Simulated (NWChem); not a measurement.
**H$_{2}$Si**

```xyz
3

Si     0.0000     0.0000     0.1341
H      1.0961     0.0000    -0.9390
H     -1.0961     0.0000    -0.9390
```
Charge 0, spin multiplicity 1.

Everything below was run with NWChem. Structure: optimised with PBE0/def2-SVP, a minimum by its harmonic frequencies.

Symmetry labels belong to the abelian group C2v used in the runs, with the axes of the coordinates shown.

B3LYP has NWChem's definition, with VWN1-RPA local correlation. The structure started from a generated list of species.

Q: List the lowest 4 singlet excitations that TD-B3LYP/def2-SVPD, VWN1-RPA local correlation gives, with oscillator strengths.

A: 
| state | symmetry | energy (eV) | wavelength (nm) | f |
|---|---|---|---|---|
| 1 | b2 | 2.36 | 524 | 0.012 |
| 2 | a2 | 4.31 | 288 | 0.000 |
| 3 | a1 | 6.26 | 198 | 0.174 |
| 4 | b1 | 6.95 | 178 | 0.222 |
